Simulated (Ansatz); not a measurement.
**Molecular dynamics, step by step**

SiH$_{5}$OF (SMILES F.[SiH3]O), closed shell, PBE0-D4/def2-SVP (Ansatz 0.2.0). Settings (timestep in fs, temperature in K; T counts 18 degrees of freedom):

```yaml
hamiltonian: {xc: pbe0, dispersion: d4}
md: {n_steps: 40, timestep: 0.5, temperature: 1500, ensemble: nve, seed: 644, initial_velocities: maxwell_boltzmann}
```

Start (the SMILES describes the start alone):

```
8
angstrom
F -0.6298 -0.1297 -2.7441
H -0.2152 -0.1936 -1.9042
Si -0.1241 0.2105 1.0578
O 0.5180 -0.2974 -0.3934
H 0.7123 1.2893 1.6417
H -1.4756 0.7060 0.7266
H -0.1901 -0.9226 2.0149
H 1.4045 -0.6625 -0.3993
```

```tsv
step	time (fs)	potential energy less the start (meV)	kinetic energy (meV)	T (K)
0	0.00	0.0	1163.3	1500
2	1.00	35.0	1128.8	1455
4	2.00	159.8	1005.1	1296
6	3.00	312.3	853.5	1101
8	4.00	435.5	730.6	942
10	5.00	502.8	663.4	855
12	6.00	516.8	649.1	837
14	7.00	494.9	670.6	865
16	8.00	463.9	700.9	904
18	9.00	468.8	695.2	896
20	10.00	548.9	615.4	793
22	11.00	675.1	491.0	633
24	12.00	740.0	427.4	551
26	13.00	667.0	499.5	644
28	14.00	511.2	653.2	842
30	15.00	390.9	772.7	996
32	16.00	361.6	802.5	1035
34	17.00	403.8	761.1	981
36	18.00	475.9	689.6	889
38	19.00	538.0	628.1	810
40	20.00	554.2	612.2	789
```

Step 8, positions (Å) and forces (eV/Å):

| atom | x | y | z | Fx | Fy | Fz |
| --- | --- | --- | --- | --- | --- | --- |
| F1 | -0.627 | -0.113 | -2.773 | 0.077 | -0.313 | 0.878 |
| H2 | -0.378 | -0.349 | -1.884 | 0.103 | 0.367 | -0.866 |
| Si3 | -0.133 | 0.221 | 1.093 | 0.602 | -0.749 | -0.612 |
| O4 | 0.529 | -0.338 | -0.414 | 0.305 | -0.001 | 1.129 |
| H5 | 0.784 | 1.420 | 1.480 | -0.757 | -0.827 | 0.144 |
| H6 | -1.522 | 0.688 | 0.604 | 0.742 | -0.354 | 0.695 |
| H7 | -0.108 | -1.026 | 2.187 | -0.152 | 1.759 | -1.267 |
| H8 | 1.497 | -0.495 | -0.412 | -0.921 | 0.117 | -0.100 |

Step 30, positions (Å) and forces (eV/Å):

```csv
atom,x,y,z,Fx,Fy,Fz
F1,-0.625,-0.074,-2.838,-0.193,0.162,-0.480
H2,-0.589,-0.565,-2.062,0.415,-0.036,0.594
Si3,-0.130,0.235,1.134,0.725,-0.752,-2.969
O4,0.543,-0.439,-0.396,-0.935,0.524,2.240
H5,0.622,1.478,1.305,0.199,0.519,0.325
H6,-1.530,0.500,0.733,-0.232,-0.024,0.319
H7,0.007,-0.625,2.320,0.012,-0.300,0.164
H8,1.409,-0.044,-0.544,0.010,-0.092,-0.193
```

Step 32, positions (Å) and forces (eV/Å):

```json
{"atom": "F1", "x": "-0.625", "y": "-0.071", "z": "-2.844", "Fx": "-0.176", "Fy": "0.258", "Fz": "-0.591"}
{"atom": "H2", "x": "-0.581", "y": "-0.568", "z": "-2.075", "Fx": "0.385", "Fy": "-0.143", "Fz": "0.726"}
{"atom": "Si3", "x": "-0.127", "y": "0.235", "z": "1.130", "Fx": "0.485", "Fy": "-0.842", "Fz": "-1.855"}
{"atom": "O4", "x": "0.542", "y": "-0.446", "z": "-0.386", "Fx": "-1.124", "Fy": "0.453", "Fz": "2.206"}
{"atom": "H5", "x": "0.615", "y": "1.511", "z": "1.318", "Fx": "-0.028", "Fy": "0.088", "Fz": "0.172"}
{"atom": "H6", "x": "-1.567", "y": "0.485", "z": "0.766", "Fx": "0.256", "Fy": "-0.101", "Fz": "0.342"}
{"atom": "H7", "x": "0.017", "y": "-0.629", "z": "2.390", "Fx": "-0.040", "Fy": "0.273", "Fz": "-0.763"}
{"atom": "H8", "x": "1.379", "y": "-0.014", "z": "-0.565", "Fx": "0.242", "Fy": "0.015", "Fz": "-0.237"}
```

Last step (40):

```
8
angstrom
F -0.6273 -0.0589 -2.8683
H -0.5200 -0.5761 -2.0883
Si -0.1155 0.2352 1.1090
O 0.5332 -0.4715 -0.3367
H 0.5692 1.6171 1.3755
H -1.6582 0.4140 0.9260
H 0.0513 -0.5956 2.5457
H 1.2656 0.0977 -0.6655
```

The run took about 21 s on 4 CPU threads of an Intel Xeon 6975P-C (shared host).
